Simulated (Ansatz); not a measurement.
Molecular dynamics of CH₆Si

Input file:

```yaml
crystal:
  periodic: [false, false, false]
  atoms:
    - { symbol: Si, position_ang: [-0.011709, -0.000879, -0.014292] }
    - { symbol: C, position_ang: [0.016056, -0.006551, 1.905259] }
    - { symbol: H, position_ang: [-1.004974, -0.345481, 2.42778] }
    - { symbol: H, position_ang: [0.709972, -0.728354, 2.402139] }
    - { symbol: H, position_ang: [0.227669, 1.062366, 2.179415] }
    - { symbol: H, position_ang: [1.504403, 0.052266, -0.491904] }
    - { symbol: H, position_ang: [-0.636842, 1.296996, -0.504731] }
    - { symbol: H, position_ang: [-0.655644, -1.234828, -0.595451] }
basis:
  gaussian: { orbitals: def2-SVPD }
hamiltonian:
  xc: pbe0
  dispersion: d4
md:
  timestep: 0.5
  n_steps: 150
  ensemble: nvt_nose_hoover
  temperature: 700.0
  initial_velocities: maxwell_boltzmann
  seed: 390121
  nose_hoover: { tau: 100.0, chain_length: 1 }
  temperature_schedule:
    - { n_steps: 37, end_temperature: 700.0 }
    - { n_steps: 113, end_temperature: 10.0 }
```

Launched with:

```bash
$ ansatz run input.yaml --threads 1 --pin off --max-ram 2048MiB --backend cpu --events-out ev --progress --plain --runs-dir out
```

It goes on from the last frame of an earlier run, with new velocities.

Output, in part (step lines, the closing report, with atoms numbered from 0):

```
md step     0: t =     0.00 fs  T =   700.0 K (target 700.0 K)  F+E_penalty+E_count = -9004.16913723 eV  E_kin = 0.542892 eV  conserved = -9003.62624523 eV  (22 SCF iters)
[... lines left out ...]
Total energy: -9004.01705448 eV, -330.8915236100 hartree
Atom 0 at    -0.028989    -0.009180     0.014808 Å, force     2.234114     0.776770    -1.382892 eV/Å
Atom 1 at     0.001753    -0.010651     1.850516 Å, force    -1.549642    -0.834377     2.224493 eV/Å
Atom 2 at    -0.824335    -0.441036     2.542673 Å, force     0.866606     0.705778    -1.418916 eV/Å
Atom 3 at     0.901615    -0.517882     2.202373 Å, force     0.321977    -0.151135    -0.096820 eV/Å
Atom 4 at     0.123718     1.037525     2.127947 Å, force     0.030967     0.346369     0.202946 eV/Å
Atom 5 at     1.543347     0.071076    -0.250346 Å, force    -1.247262    -0.492815    -0.041150 eV/Å
Atom 6 at    -0.306840     1.359951    -0.587837 Å, force    -0.613337    -0.477658     0.272022 eV/Å
Atom 7 at    -0.641038    -1.126538    -0.776043 Å, force    -0.043422     0.127068     0.240317 eV/Å
Dipole moment:    -0.118923    -0.050722     0.209706 e Å
```

The steps, from the saved trajectory:

```csv
time (fs),T (K),potential energy less start (eV),conserved less start (meV/atom)
0,700,0.000,0.00
2.5,730,-0.024,-0.10
5,604,0.073,-0.23
7.5,447,0.195,-0.11
10,436,0.204,-0.12
12.5,300,0.312,0.07
15,550,0.115,-0.32
17.5,543,0.124,0.05
20,683,0.014,-0.25
22.5,422,0.221,0.11
25,683,0.016,-0.23
27.5,616,0.072,0.11
30,780,-0.057,-0.31
32.5,592,0.093,0.03
35,633,0.061,-0.10
37.5,541,0.133,-0.16
40,502,0.163,-0.24
42.5,355,0.279,-0.04
45,218,0.387,0.10
47.5,540,0.134,-0.34
50,491,0.177,0.19
52.5,846,-0.102,-0.31
55,627,0.069,0.05
57.5,695,0.013,-0.19
60,466,0.190,0.12
62.5,691,0.008,-0.38
65,546,0.117,-0.03
67.5,476,0.165,-0.01
70,507,0.130,-0.32
72.5,384,0.219,-0.09
75,450,0.152,-0.15
```

The run went to its last step. The conserved energy stayed within 0.4 meV per atom of its start (net change -0.15 meV per atom), so the integration is sound. The schedule's set-point averaged 239 K over the second half and the system 520 K, so it lags behind the ramp. A run of 0.075 ps of so small a system gives no equilibrium averages.

The same pairs are bonded in the first frame and the last. Pairs count as bonded within 1.25 times the sum of covalent radii (0.12 Å more for H–H).

Last frame:

```xyz
8
Properties=species:S:1:pos:R:3
Si -0.029 -0.009 0.015
C 0.002 -0.011 1.851
H -0.824 -0.441 2.543
H 0.902 -0.518 2.202
H 0.124 1.038 2.128
H 1.543 0.071 -0.250
H -0.307 1.360 -0.588
H -0.641 -1.127 -0.776
```

Time of the run: 2.5 min on 1 thread of Intel(R) Xeon(R) 6975P-C (Granite Rapids), with other jobs on the host, peak memory 0.19 GiB.
